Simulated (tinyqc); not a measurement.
Worked calculation: extended Hueckel theory, for BH3+. The parameters take no account of the charge, which enters only through the electron count. One step of it, computed by the program tinyqc.

Problem. Wolfsberg-Helmholz matrix. H_ij = K' S_ij (H_ii + H_jj)/2 for i != j (the diagonal keeps H_ii), with K' = K + D^2 + D^4 (1 - K), D = (H_ii - H_jj)/(H_ii + H_jj), K = 1.5.

overlap S:
```
           1B 2s     1B 2px     1B 2py     1B 2pz      2H 1s      3H 1s      4H 1s
1B 2s   1.000000   0.000000   0.000000   0.000000   0.517120   0.517133   0.517133
1B 2px  0.000000   1.000000   0.000000   0.000000   0.548790  -0.274162  -0.274162
1B 2py  0.000000   0.000000   1.000000   0.000000   0.000000   0.475409  -0.475409
1B 2pz  0.000000   0.000000   0.000000   1.000000  -0.000486  -0.000486  -0.000486
2H 1s   0.517120   0.548790   0.000000  -0.000486   1.000000   0.110681   0.110681
3H 1s   0.517133  -0.274162   0.475409  -0.000486   0.110681   1.000000   0.110528
4H 1s   0.517133  -0.274162  -0.475409  -0.000486   0.110681   0.110528   1.000000
```

diagonal H_ii (eV): 1B 2s -15.200000, 1B 2px -8.500000, 1B 2py -8.500000, 1B 2pz -8.500000, 2H 1s -13.600000, 3H 1s -13.600000, 4H 1s -13.600000

K = 1.500000

Give: H.

Solution.

H (eV):
```
           1B 2s   1B 2px   1B 2py   1B 2pz     2H 1s     3H 1s     4H 1s
1B 2s   -15.2000   0.0000   0.0000   0.0000  -11.1927  -11.1930  -11.1930
1B 2px    0.0000  -8.5000   0.0000   0.0000   -9.4105    4.7013    4.7013
1B 2py    0.0000   0.0000  -8.5000   0.0000    0.0000   -8.1522    8.1522
1B 2pz    0.0000   0.0000   0.0000  -8.5000    0.0083    0.0083    0.0083
2H 1s   -11.1927  -9.4105   0.0000   0.0083  -13.6000   -2.2579   -2.2579
3H 1s   -11.1930   4.7013  -8.1522   0.0083   -2.2579  -13.6000   -2.2548
4H 1s   -11.1930   4.7013   8.1522   0.0083   -2.2579   -2.2548  -13.6000
```
